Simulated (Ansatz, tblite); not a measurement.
# The cluster Co₃+: one state, many levels

Aim: run the septet of the cluster Co₃+ at one geometry on many levels, and compare frontier levels, spin and run time.

Program: Ansatz 0.2.0, Gaussian basis. Level of theory: as each input shows. These are calculated values, not measurements.

Levels to be run: GFN1-xTB, GFN2-xTB, PBE-D4/def2-TZVP, B2PLYP/def2-TZVP, revPBE-D4/def2-TZVP, BLYP-D4/def2-TZVP, B3LYP-D4/def2-TZVP, LDA/def2-TZVP, PBE+5HF/def2-TZVP, PBE+10HF/def2-TZVP, PBE+15HF/def2-TZVP, PBE+35HF/def2-TZVP, PBE+50HF/def2-TZVP, PBE-D4/def2-SVP, PBE0-D4/def2-SVP, HF/6-31G, B3LYP-D4/6-31G, MP2/def2-TZVP, RPA/def2-TZVP.

5 further runs of the same task are left out: 4 that didn't finish, 1 set aside as unsound or not needed. Runs told in other sessions of the task aren't counted.

## (1) The structure

The septet was relaxed beforehand with PBE-D4/def2-TZVP. At that level it is the lowest of the isomers that a small search found.

3 atoms, charge 1, spin multiplicity 7.

Bond lengths: Co1–Co2 2.207 Å, Co1–Co3 2.118 Å, Co2–Co3 2.350 Å. Angles: Co2–Co1–Co3 65.8°, Co1–Co2–Co3 55.3°, Co1–Co3–Co2 58.9°.

No spin-orbit coupling is included. The ion is computed in the gas phase, without counter-ions or solvent.

PBE0-D4/def2-TZVP was run before; its log isn't repeated, and its numbers join the tables.

## (2) GFN1-xTB

Tight binding, by tblite at 300 K electronic temperature and without a spin-polarisation term:

```python
tblite.interface.Calculator('GFN1-xTB', numbers, positions, charge=1, uhf=6).singlepoint()
```

Energy -262.9052 eV; 0.007 s.

## (3) GFN2-xTB

Tight binding, by tblite at 300 K electronic temperature and without a spin-polarisation term:

```python
tblite.interface.Calculator('GFN2-xTB', numbers, positions, charge=1, uhf=6).singlepoint()
```

Energy -283.9946 eV; 0.006 s.

## (4) PBE-D4/def2-TZVP

start.molden holds the orbitals of an earlier run on this state, given as this run's starting guess.

in.yaml reads:

```yaml
crystal:
  periodic: [false, false, false]
  atoms:
    - {symbol: Co, position_ang: [0.010565, 0.166634, -1.198963]}
    - {symbol: Co, position_ang: [0.297684, 1.032431, 0.810377]}
    - {symbol: Co, position_ang: [-0.308249, -1.199065, 0.388586]}
basis:
  gaussian: {orbitals: def2-TZVP, initial_orbitals: start.molden}
total_charge: 1
magnetization: {spin_polarized: true, initial_magnetization: 6}
hamiltonian: {xc: pbe, dispersion: d4}
scf: {omitted_lower_state_checks: [starts]}
output: {forces: true, orbitals: {seedname: orbitals}}
```

Launch:

```bash
$ ansatz run in.yaml --threads 4 --pin off --events-out ev --progress --plain --max-ram 3916MiB
```

After this run come: B2PLYP/def2-TZVP; revPBE-D4/def2-TZVP; BLYP-D4/def2-TZVP; B3LYP-D4/def2-TZVP; LDA/def2-TZVP; PBE+5HF/def2-TZVP; PBE+10HF/def2-TZVP; PBE+15HF/def2-TZVP; PBE+35HF/def2-TZVP; PBE+50HF/def2-TZVP; PBE-D4/def2-SVP; PBE0-D4/def2-SVP; HF/6-31G; B3LYP-D4/6-31G; MP2/def2-TZVP; RPA/def2-TZVP.

Q: Predict the results of all the runs planned. Wanted: gap in def2-TZVP, named functionals, smallest and largest; gap over the share of exact exchange; correlation energy, MP2/def2-TZVP; ⟨S²⟩ in def2-TZVP, named functionals, smallest and largest; PBE0 total energy, smallest basis above largest.

The runs gave:

| quantity | value |
| --- | --- |
| gap in def2-TZVP, named functionals, smallest and largest | 0.24 eV (PBE-D4), 3.20 eV (PBE0-D4) |
| gap over the share of exact exchange | 0.24 eV at 0, 5.75 eV at 0.5 |
| correlation energy, MP2/def2-TZVP | -45.19 eV |
| ⟨S²⟩ in def2-TZVP, named functionals, smallest and largest | 12.078, 12.115 |
| PBE0 total energy, smallest basis above largest | 16.54 eV (def2-SVP, def2-TZVP) |

**Reading.** Orbital gaps of the named functionals in def2-TZVP span 0.24 eV (PBE-D4) to 3.20 eV (PBE0-D4); exact exchange widens it. Raising the share of exact exchange from 0 to 0.5 moves the HOMO by -2.67 eV and the LUMO by +2.84 eV. LDA leaves an empty level below a filled one, so this occupation isn't an aufbau state there; left out of the range. Over the named functionals in def2-TZVP spin contamination reaches 0.12 (revPBE-D4).
